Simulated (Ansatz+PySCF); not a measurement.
Results of a calculation; reference values are marked as such.
## PySCF 2.14.0 run

```python
from pyscf import gto, scf, cc

mol = gto.M(atom="""
B 0.000000 0.000000 0.000000
H 1.261390 0.000000 0.000000
H -1.261390 0.000000 0.000000
""", basis='6-31g', charge=0, spin=3)
mf = scf.UHF(mol)
mf.kernel()
mycc = cc.CCSD(mf, frozen=1).run()
et = mycc.ccsd_t()
print(mf.e_tot, mycc.e_corr, et, mycc.e_tot + et)
```

The script is written out from the run's settings.

Results

| Property | Result |
| --- | --- |
| Converged | yes |
| Reference energy | -25.48492 hartree |
| CCSD correlation energy | -0.06028 hartree |
| Triples correction | -0.00080 hartree |
| Total energy | -25.54601 hartree |
| Spin squared of the determinant | 3.754 |

Caution: another spin multiplicity may lie lower.
